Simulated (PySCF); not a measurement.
Numbering as in the mapped SMILES `[NH2:1][C:2](=[O:3])[CH2:4][OH:5]`; H(Xn) means a hydrogen on atom n. Ha(N1) is cis to the C=O or C=S heteroatom; Hb(N1) is trans to the C=O or C=S heteroatom.

No solvent model, one averaged value for each set of equivalent atoms, single conformer, non-relativistic. GIAO PBE0/pcSseg-1 shieldings; geometry from GFN2-xTB; PySCF 2.14.0 with density-fitted response routines.

δ = σ(ref) − σ, references computed at the same level: 13C and 1H vs TMS; NH3 for 15N; 17O against H2O.

```
 atoms  nucleus  count  δ (ppm)
 H(C4)       1H      2        ?
    O3      17O      1        ?
 H(O5)       1H      1     2.85
Hb(N1)       1H      1     4.61
    O5      17O      1      1.6
    C2      13C      1    175.4
    C4      13C      1     62.9
Ha(N1)       1H      1        ?
    N1      15N      1    107.6
```

**Question.** Fill in the missing shifts.

**Answer.** 
- Ha(N1): 4.91 ppm, hydrogen on an amide-type nitrogen; labile proton, position sensitive to the medium
- H(C4): 4.16 ppm, hydrogen on an sp3 CH2 bonded to O, α to a carbonyl; its carbon carries O, an electronegative neighbour
- O3: 390.3 ppm, amide-type carbonyl oxygen

OH/NH shifts are gas-phase values; hydrogen bonding in solution moves them, usually downfield. Rotation about the amide-type C–N bond is slow at room temperature, so the two groups on nitrogen are listed apart. Shifts are as computed. Against solution values, carbons near 30 ppm lie about +3 ppm off and those near 130 ppm about +5 ppm. Of 1211 compounds with measured shifts, 218 miss one by over three times the rms of a fit or turn the order of signals round; such compounds aren't used in these exercises. Hydrogen bonding in solution shields acid and N–H amide carbonyl oxygens by tens of ppm. Hydrogen bonding in solution deshields acid and N–H amide carbonyl carbons by as much as 10 ppm beyond these values. Unscaled 17O shifts of doubly bonded oxygen tend to come out too high, by tens of ppm or more. Experimental scales use liquid or dissolved standards, which lie at an offset from isolated NH3 (liquid NH3: subtract about 20 ppm) and H2O (liquid H2O: subtract about 36 ppm).
